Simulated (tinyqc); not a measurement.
Worked calculation (part 1 of 2): ROHF in the sto-3g basis, for LiH, spin multiplicity 3. Computed by tinyqc, a small Python program that keeps every step (integrals from PySCF). Settings: charge = 0, multiplicity = 3, basis = sto-3g, energy threshold = 1e-08, iteration cap = 90, orthogonalisation = symmetric, start = highest core orbitals, DIIS depth = 8, DIIS from iteration = 2, method = ROHF. Command: `OMP_NUM_THREADS=1 python tinyqc.py 27236 27237 out.jsonl` (the two numbers bound the seeds that draw the settings). One thread of a shared host (Intel(R) Xeon(R) Processor @ 2.60GHz), about 0.06 s of CPU time with the checks. Later iterations appear only in the table of the cycle.

## One-electron integrals

Geometry (angstrom):
```
atom         x         y         z
Li    0.000000  0.000000  0.000000
H     0.000000  0.000000  2.806000
```

Basis sto-3g: exponents (1/bohr^2) and contraction coefficients of normalised primitives:
```
element  l (shell)   exponent  coefficient
Li           s (1)  16.119575     0.154329
Li           s (1)   2.936201     0.535328
Li           s (1)   0.794651     0.444635
Li           s (2)   0.636290    -0.099967
Li           s (2)   0.147860     0.399513
Li           s (2)   0.048089     0.700115
Li           p (3)   0.636290     0.155916
Li           p (3)   0.147860     0.607684
Li           p (3)   0.048089     0.391957
H            s (1)   3.425251     0.154329
H            s (1)   0.623914     0.535328
H            s (1)   0.168855     0.444635
```

Overlap, kinetic and nuclear-attraction integrals over the contracted functions; the nuclear repulsion is the sum of Za Zb / Rab.

nuclear repulsion = 0.56576323 hartree

overlap S:
```
           1Li 1s    1Li 2s   1Li 2px   1Li 2py   1Li 2pz     2H 1s
1Li 1s   1.000000  0.241137  0.000000  0.000000  0.000000  0.003498
1Li 2s   0.241137  1.000000  0.000000  0.000000  0.000000  0.149027
1Li 2px  0.000000  0.000000  1.000000  0.000000  0.000000  0.000000
1Li 2py  0.000000  0.000000  0.000000  1.000000  0.000000  0.000000
1Li 2pz  0.000000  0.000000  0.000000  0.000000  1.000000  0.228990
2H 1s    0.003498  0.149027  0.000000  0.000000  0.228990  1.000000
```

kinetic energy T (hartree):
```
            1Li 1s     1Li 2s   1Li 2px   1Li 2py   1Li 2pz      2H 1s
1Li 1s    3.576786  -0.020237  0.000000  0.000000  0.000000  -0.002673
1Li 2s   -0.020237   0.102163  0.000000  0.000000  0.000000  -0.000521
1Li 2px   0.000000   0.000000  0.319682  0.000000  0.000000   0.000000
1Li 2py   0.000000   0.000000  0.000000  0.319682  0.000000   0.000000
1Li 2pz   0.000000   0.000000  0.000000  0.000000  0.319682   0.010678
2H 1s    -0.002673  -0.000521  0.000000  0.000000  0.010678   0.760032
```

nuclear attraction V (hartree):
```
            1Li 1s     1Li 2s    1Li 2px    1Li 2py    1Li 2pz      2H 1s
1Li 1s   -8.171469  -1.009819   0.000000   0.000000  -0.005237  -0.012808
1Li 2s   -1.009819  -1.393581   0.000000   0.000000  -0.060583  -0.200668
1Li 2px   0.000000   0.000000  -1.370288   0.000000   0.000000   0.000000
1Li 2py   0.000000   0.000000   0.000000  -1.370288   0.000000   0.000000
1Li 2pz  -0.005237  -0.060583   0.000000   0.000000  -1.410736  -0.310491
2H 1s    -0.012808  -0.200668   0.000000   0.000000  -0.310491  -1.792375
```

core Hamiltonian H = T + V (hartree):
```
            1Li 1s     1Li 2s    1Li 2px    1Li 2py    1Li 2pz      2H 1s
1Li 1s   -4.594683  -1.030056   0.000000   0.000000  -0.005237  -0.015481
1Li 2s   -1.030056  -1.291417   0.000000   0.000000  -0.060583  -0.201189
1Li 2px   0.000000   0.000000  -1.050607   0.000000   0.000000   0.000000
1Li 2py   0.000000   0.000000   0.000000  -1.050607   0.000000   0.000000
1Li 2pz  -0.005237  -0.060583   0.000000   0.000000  -1.091054  -0.299814
2H 1s    -0.015481  -0.201189   0.000000   0.000000  -0.299814  -1.032344
```

## Two-electron integrals

Functions are numbered as in S; the eight-fold symmetry (ij|kl) = (ji|kl) = (kl|ij) leaves the list below.

Two-electron integrals (ij|kl) in chemists' order, unique and non-zero (hartree):
```
(11|11) 1.680395   (21|11) 0.265420   (21|21) 0.049941   (22|11) 0.397727
(22|21) 0.092860   (22|22) 0.290562   (31|31) 0.008981   (32|31) 0.013788
(32|32) 0.064184   (33|11) 0.396640   (33|21) 0.092880   (33|22) 0.290497
(33|33) 0.312946   (41|41) 0.008981   (42|41) 0.013788   (42|42) 0.064184
(43|43) 0.016869   (44|11) 0.396640   (44|21) 0.092880   (44|22) 0.290497
(44|33) 0.279207   (44|44) 0.312946   (51|51) 0.008981   (52|51) 0.013788
(52|52) 0.064184   (53|53) 0.016869   (54|54) 0.016869   (55|11) 0.396640
(55|21) 0.092880   (55|22) 0.290497   (55|33) 0.279207   (55|44) 0.279207
(55|55) 0.312946   (61|11) 0.003408   (61|21) 0.000664   (61|22) 0.001322
(61|33) 0.001299   (61|44) 0.001299   (61|51) 0.000107   (61|52) 0.000220
(61|55) 0.001370   (61|61) 0.000011   (62|11) 0.035742   (62|21) 0.008579
(62|22) 0.032692   (62|33) 0.030720   (62|44) 0.030720   (62|51) 0.001180
(62|52) 0.010316   (62|55) 0.036597   (62|61) 0.000149   (62|62) 0.009682
(63|31) 0.000307   (63|32) 0.002092   (63|53) 0.001102   (63|63) 0.000340
(64|41) 0.000307   (64|42) 0.002092   (64|54) 0.001102   (64|64) 0.000340
(65|11) 0.053384   (65|21) 0.012840   (65|22) 0.049503   (65|33) 0.046281
(65|44) 0.046281   (65|51) 0.001822   (65|52) 0.016119   (65|55) 0.055889
(65|61) 0.000226   (65|62) 0.015283   (65|65) 0.024166   (66|11) 0.188586
(66|21) 0.045474   (66|22) 0.185636   (66|33) 0.172960   (66|44) 0.172960
(66|51) 0.005234   (66|52) 0.058886   (66|55) 0.210654   (66|61) 0.000775
(66|62) 0.076391   (66|65) 0.122131   (66|66) 0.774606
```

## Orthogonalisation

S = U s U^T; symmetric (Loewdin) form X = U s^(-1/2) U^T, so that X^T S X = 1.

eigenvalues of S: 0.680348  0.826458  1.000000  1.000000  1.170133  1.323061

X:
```
            1Li 1s     1Li 2s   1Li 2px   1Li 2py    1Li 2pz      2H 1s
1Li 1s    1.023106  -0.126883  0.000000  0.000000  -0.002535   0.013001
1Li 2s   -0.126883   1.032314  0.000000  0.000000   0.014090  -0.080923
1Li 2px   0.000000   0.000000  1.000000  0.000000   0.000000   0.000000
1Li 2py   0.000000   0.000000  0.000000  1.000000   0.000000   0.000000
1Li 2pz  -0.002535   0.014090  0.000000  0.000000   1.020819  -0.120241
2H 1s     0.013001  -0.080923  0.000000  0.000000  -0.120241   1.029950
```

## Starting guess

The start is the highest orbitals of the core Hamiltonian (a deliberately bad start); D(s) = C_occ C_occ^T for each spin.

D(alpha) at the start:
```
            1Li 1s     1Li 2s   1Li 2px   1Li 2py    1Li 2pz      2H 1s
1Li 1s    0.000493  -0.002482  0.000000  0.000000  -0.013183   0.021403
1Li 2s   -0.002482   0.012501  0.000000  0.000000   0.066402  -0.107810
1Li 2px   0.000000   0.000000  1.000000  0.000000   0.000000   0.000000
1Li 2py   0.000000   0.000000  0.000000  1.000000   0.000000   0.000000
1Li 2pz  -0.013183   0.066402  0.000000  0.000000   0.352702  -0.572645
2H 1s     0.021403  -0.107810  0.000000  0.000000  -0.572645   0.929744
```

D(beta) at the start:
```
            1Li 1s     1Li 2s   1Li 2px   1Li 2py    1Li 2pz      2H 1s
1Li 1s    0.000493  -0.002482  0.000000  0.000000  -0.013183   0.021403
1Li 2s   -0.002482   0.012501  0.000000  0.000000   0.066402  -0.107810
1Li 2px   0.000000   0.000000  0.000000  0.000000   0.000000   0.000000
1Li 2py   0.000000   0.000000  0.000000  0.000000   0.000000   0.000000
1Li 2pz  -0.013183   0.066402  0.000000  0.000000   0.352702  -0.572645
2H 1s     0.021403  -0.107810  0.000000  0.000000  -0.572645   0.929744
```

## Iteration 1: building the Fock matrix

J_ij = sum D_kl (ij|kl) with D = D(alpha) + D(beta), K_ij = sum D_kl (ik|jl) for each spin; F = H + J - K(s); E = tr D H + tr D J / 2 - 0.5 sum_s tr D(s) K(s) + E_nn.

Coulomb J (hartree):
```
           1Li 1s    1Li 2s   1Li 2px   1Li 2py   1Li 2pz     2H 1s
1Li 1s   1.295307  0.304871  0.000000  0.000000  0.008248  0.004508
1Li 2s   0.304871  1.010458  0.000000  0.000000  0.084467  0.193580
1Li 2px  0.000000  0.000000  0.998309  0.000000  0.000000  0.000000
1Li 2py  0.000000  0.000000  0.000000  0.998309  0.000000  0.000000
1Li 2pz  0.008248  0.084467  0.000000  0.000000  1.033925  0.302511
2H 1s    0.004508  0.193580  0.000000  0.000000  0.302511  1.641998
```

exchange K(alpha) (hartree):
```
            1Li 1s    1Li 2s   1Li 2px   1Li 2py    1Li 2pz      2H 1s
1Li 1s    0.021155  0.031669  0.000000  0.000000  -0.000145  -0.001786
1Li 2s    0.031669  0.144708  0.000000  0.000000   0.000018   0.022524
1Li 2px   0.000000  0.000000  0.335118  0.000000   0.000000   0.000000
1Li 2py   0.000000  0.000000  0.000000  0.335118   0.000000   0.000000
1Li 2pz  -0.000145  0.000018  0.000000  0.000000   0.099914  -0.003296
2H 1s    -0.001786  0.022524  0.000000  0.000000  -0.003296   0.575218
```

exchange K(beta) (hartree):
```
            1Li 1s    1Li 2s   1Li 2px   1Li 2py    1Li 2pz      2H 1s
1Li 1s    0.003192  0.004093  0.000000  0.000000  -0.000145  -0.002401
1Li 2s    0.004093  0.016339  0.000000  0.000000   0.000018   0.018341
1Li 2px   0.000000  0.000000  0.005304  0.000000   0.000000   0.000000
1Li 2py   0.000000  0.000000  0.000000  0.005304   0.000000   0.000000
1Li 2pz  -0.000145  0.000018  0.000000  0.000000   0.066176  -0.005501
2H 1s    -0.002401  0.018341  0.000000  0.000000  -0.005501   0.574538
```

F(alpha) (hartree):
```
            1Li 1s     1Li 2s    1Li 2px    1Li 2py    1Li 2pz      2H 1s
1Li 1s   -3.320530  -0.756854   0.000000   0.000000   0.003157  -0.009187
1Li 2s   -0.756854  -0.425667   0.000000   0.000000   0.023866  -0.030133
1Li 2px   0.000000   0.000000  -0.387416   0.000000   0.000000   0.000000
1Li 2py   0.000000   0.000000   0.000000  -0.387416   0.000000   0.000000
1Li 2pz   0.003157   0.023866   0.000000   0.000000  -0.157044   0.005994
2H 1s    -0.009187  -0.030133   0.000000   0.000000   0.005994   0.034437
```

F(beta) (hartree):
```
            1Li 1s     1Li 2s    1Li 2px    1Li 2py    1Li 2pz      2H 1s
1Li 1s   -3.302568  -0.729278   0.000000   0.000000   0.003157  -0.008572
1Li 2s   -0.729278  -0.297298   0.000000   0.000000   0.023866  -0.025949
1Li 2px   0.000000   0.000000  -0.057602   0.000000   0.000000   0.000000
1Li 2py   0.000000   0.000000   0.000000  -0.057602   0.000000   0.000000
1Li 2pz   0.003157   0.023866   0.000000   0.000000  -0.123306   0.008198
2H 1s    -0.008572  -0.025949   0.000000   0.000000   0.008198   0.035116
```

total energy of this density = -1.87094677 hartree

## Iteration 1: Roothaan effective Fock matrix

With projectors Pc = D(beta) S, Po = (D(alpha) - D(beta)) S, Pv = 1 - D(alpha) S, the block xy is Px^T F Py; with Fc = (F(alpha) + F(beta))/2, the blocks are Fc for cc, oo, vv and cv, F(beta) for co and F(alpha) for ov.

effective F (hartree):
```
            1Li 1s     1Li 2s    1Li 2px    1Li 2py    1Li 2pz      2H 1s
1Li 1s   -3.311549  -0.743066   0.000000   0.000000   0.003157  -0.008879
1Li 2s   -0.743066  -0.361482   0.000000   0.000000   0.023866  -0.028041
1Li 2px   0.000000   0.000000  -0.222509   0.000000   0.000000   0.000000
1Li 2py   0.000000   0.000000   0.000000  -0.222509   0.000000   0.000000
1Li 2pz   0.003157   0.023866   0.000000   0.000000  -0.140175   0.007096
2H 1s    -0.008879  -0.028041   0.000000   0.000000   0.007096   0.034777
```

## Iteration 1: diagonalisation and new density

Diagonalise F' = X^T F X, C = X C', fill 3 alpha and 1 beta electrons from the bottom; D(s) = C_occ C_occ^T. Each column has its largest component positive (the first on a tie).

F' = X^T F X (hartree):
```
           1          2          3          4          5          6
1  -3.279386  -0.319529   0.000000   0.000000  -0.000445   0.009698
2  -0.319529  -0.238507   0.000000   0.000000   0.022796  -0.016200
3   0.000000   0.000000  -0.222509   0.000000   0.000000   0.000000
4   0.000000   0.000000   0.000000  -0.222509   0.000000   0.000000
5  -0.000445   0.022796   0.000000   0.000000  -0.146592   0.018083
6   0.009698  -0.016200   0.000000   0.000000   0.018083   0.036634
```

orbital energies (hartree): MO1 -3.312618, MO2 -0.222509, MO3 -0.222509, MO4 -0.215005, MO5 -0.139558, MO6 0.039332

coefficients C:
```
               MO1       MO2        MO3        MO4        MO5        MO6
1Li 1s    1.004475  0.000000   0.000000  -0.215628  -0.081817   0.029337
1Li 2s   -0.019302  0.000000   0.000000   0.963793   0.372579  -0.142950
1Li 2px   0.000000  0.136688   0.990614   0.000000   0.000000   0.000000
1Li 2py   0.000000  0.990614  -0.136688   0.000000   0.000000   0.000000
1Li 2pz  -0.001383  0.000000   0.000000  -0.338931   0.970051  -0.029328
2H 1s     0.002189  0.000000   0.000000   0.053982  -0.205762   1.018192
```

D(alpha) after iteration 1:
```
            1Li 1s     1Li 2s   1Li 2px   1Li 2py    1Li 2pz      2H 1s
1Li 1s    1.008970  -0.019388  0.000000  0.000000  -0.001389   0.002198
1Li 2s   -0.019388   0.000373  0.000000  0.000000   0.000027  -0.000042
1Li 2px   0.000000   0.000000  1.000000  0.000000   0.000000   0.000000
1Li 2py   0.000000   0.000000  0.000000  1.000000   0.000000   0.000000
1Li 2pz  -0.001389   0.000027  0.000000  0.000000   0.000002  -0.000003
2H 1s     0.002198  -0.000042  0.000000  0.000000  -0.000003   0.000005
```

D(beta) after iteration 1:
```
            1Li 1s     1Li 2s   1Li 2px   1Li 2py    1Li 2pz      2H 1s
1Li 1s    1.008970  -0.019388  0.000000  0.000000  -0.001389   0.002198
1Li 2s   -0.019388   0.000373  0.000000  0.000000   0.000027  -0.000042
1Li 2px   0.000000   0.000000  0.000000  0.000000   0.000000   0.000000
1Li 2py   0.000000   0.000000  0.000000  0.000000   0.000000   0.000000
1Li 2pz  -0.001389   0.000027  0.000000  0.000000   0.000002  -0.000003
2H 1s     0.002198  -0.000042  0.000000  0.000000  -0.000003   0.000005
```

Within a degenerate level the vectors are fixed only up to a rotation; this is one choice.

## Iteration 2: building the Fock matrix

As before.

Coulomb J (hartree):
```
            1Li 1s     1Li 2s   1Li 2px   1Li 2py    1Li 2pz     2H 1s
1Li 1s    4.163954   0.717564  0.000000  0.000000  -0.000048  0.009426
1Li 2s    0.717564   1.376606  0.000000  0.000000  -0.000069  0.132918
1Li 2px   0.000000   0.000000  1.385569  0.000000   0.000000  0.000000
1Li 2py   0.000000   0.000000  0.000000  1.385569   0.000000  0.000000
1Li 2pz  -0.000048  -0.000069  0.000000  0.000000   1.351831  0.199321
2H 1s     0.009426   0.132918  0.000000  0.000000   0.199321  0.723065
```

exchange K(alpha) (hartree):
```
            1Li 1s     1Li 2s   1Li 2px   1Li 2py    1Li 2pz     2H 1s
1Li 1s    1.703172   0.286812  0.000000  0.000000  -0.000443  0.003690
1Li 2s    0.286812   0.175301  0.000000  0.000000  -0.000110  0.004749
1Li 2px   0.000000   0.000000  0.338367  0.000000   0.000000  0.000000
1Li 2py   0.000000   0.000000  0.000000  0.338367   0.000000  0.000000
1Li 2pz  -0.000443  -0.000110  0.000000  0.000000   0.042296  0.002295
2H 1s     0.003690   0.004749  0.000000  0.000000   0.002295  0.000688
```

exchange K(beta) (hartree):
```
            1Li 1s     1Li 2s   1Li 2px   1Li 2py    1Li 2pz     2H 1s
1Li 1s    1.685209   0.259236  0.000000  0.000000  -0.000443  0.003075
1Li 2s    0.259236   0.046932  0.000000  0.000000  -0.000110  0.000566
1Li 2px   0.000000   0.000000  0.008552  0.000000   0.000000  0.000000
1Li 2py   0.000000   0.000000  0.000000  0.008552   0.000000  0.000000
1Li 2pz  -0.000443  -0.000110  0.000000  0.000000   0.008558  0.000091
2H 1s     0.003075   0.000566  0.000000  0.000000   0.000091  0.000009
```

F(alpha) (hartree):
```
            1Li 1s     1Li 2s    1Li 2px    1Li 2py    1Li 2pz      2H 1s
1Li 1s   -2.133901  -0.599304   0.000000   0.000000  -0.004841  -0.009745
1Li 2s   -0.599304  -0.090112   0.000000   0.000000  -0.060542  -0.073019
1Li 2px   0.000000   0.000000  -0.003404   0.000000   0.000000   0.000000
1Li 2py   0.000000   0.000000   0.000000  -0.003404   0.000000   0.000000
1Li 2pz  -0.004841  -0.060542   0.000000   0.000000   0.218480  -0.102787
2H 1s    -0.009745  -0.073019   0.000000   0.000000  -0.102787  -0.309967
```

F(beta) (hartree):
```
            1Li 1s     1Li 2s   1Li 2px   1Li 2py    1Li 2pz      2H 1s
1Li 1s   -2.115938  -0.571728  0.000000  0.000000  -0.004841  -0.009130
1Li 2s   -0.571728   0.038257  0.000000  0.000000  -0.060542  -0.068836
1Li 2px   0.000000   0.000000  0.326410  0.000000   0.000000   0.000000
1Li 2py   0.000000   0.000000  0.000000  0.326410   0.000000   0.000000
1Li 2pz  -0.004841  -0.060542  0.000000  0.000000   0.252219  -0.100583
2H 1s    -0.009130  -0.068836  0.000000  0.000000  -0.100583  -0.309287
```

total energy of this density = -7.20603819 hartree

## Iteration 2: Roothaan effective Fock matrix

As before.

effective F (hartree):
```
            1Li 1s     1Li 2s   1Li 2px   1Li 2py    1Li 2pz      2H 1s
1Li 1s   -2.124919  -0.585516  0.000000  0.000000  -0.004841  -0.009438
1Li 2s   -0.585516  -0.025928  0.000000  0.000000  -0.060542  -0.070928
1Li 2px   0.000000   0.000000  0.161503  0.000000   0.000000   0.000000
1Li 2py   0.000000   0.000000  0.000000  0.161503   0.000000   0.000000
1Li 2pz  -0.004841  -0.060542  0.000000  0.000000   0.235350  -0.101685
2H 1s    -0.009438  -0.070928  0.000000  0.000000  -0.101685  -0.309627
```

## Iteration 2: diagonalisation and new density

As before.

F' = X^T F X (hartree):
```
           1          2         3         4          5          6
1  -2.072724  -0.348996  0.000000  0.000000  -0.001722   0.016319
2  -0.348996   0.099709  0.000000  0.000000  -0.043982  -0.052381
3   0.000000   0.000000  0.161503  0.000000   0.000000   0.000000
4   0.000000   0.000000  0.000000  0.161503   0.000000   0.000000
5  -0.001722  -0.043982  0.000000  0.000000   0.264278  -0.095694
6   0.016319  -0.052381  0.000000  0.000000  -0.095694  -0.288752
```

orbital energies (hartree): MO1 -2.127475, MO2 -0.312736, MO3 0.153542, MO4 0.161503, MO5 0.161503, MO6 0.289180

coefficients C:
```
               MO1        MO2        MO3        MO4       MO5        MO6
1Li 1s    0.991060  -0.020963  -0.276263   0.000000  0.000000   0.063710
1Li 2s    0.034811   0.057965   1.013484   0.000000  0.000000  -0.238321
1Li 2px   0.000000   0.000000   0.000000   0.976671  0.214743   0.000000
1Li 2py   0.000000   0.000000   0.000000  -0.214743  0.976671   0.000000
1Li 2pz   0.003640   0.059692   0.267876   0.000000  0.000000   0.990657
2H 1s    -0.004397   0.974620  -0.278464   0.000000  0.000000  -0.233510
```

D(alpha) after iteration 2:
```
            1Li 1s     1Li 2s   1Li 2px   1Li 2py    1Li 2pz      2H 1s
1Li 1s    1.058961  -0.246703  0.000000  0.000000  -0.071648   0.052141
1Li 2s   -0.246703   1.031722  0.000000  0.000000   0.275075  -0.225879
1Li 2px   0.000000   0.000000  0.000000  0.000000   0.000000   0.000000
1Li 2py   0.000000   0.000000  0.000000  0.000000   0.000000   0.000000
1Li 2pz  -0.071648   0.275075  0.000000  0.000000   0.075334  -0.016432
2H 1s     0.052141  -0.225879  0.000000  0.000000  -0.016432   1.027446
```

D(beta) after iteration 2:
```
            1Li 1s     1Li 2s   1Li 2px   1Li 2py    1Li 2pz      2H 1s
1Li 1s    0.982200   0.034500  0.000000  0.000000   0.003607  -0.004357
1Li 2s    0.034500   0.001212  0.000000  0.000000   0.000127  -0.000153
1Li 2px   0.000000   0.000000  0.000000  0.000000   0.000000   0.000000
1Li 2py   0.000000   0.000000  0.000000  0.000000   0.000000   0.000000
1Li 2pz   0.003607   0.000127  0.000000  0.000000   0.000013  -0.000016
2H 1s    -0.004357  -0.000153  0.000000  0.000000  -0.000016   0.000019
```

Within a degenerate level the vectors are fixed only up to a rotation; this is one choice.
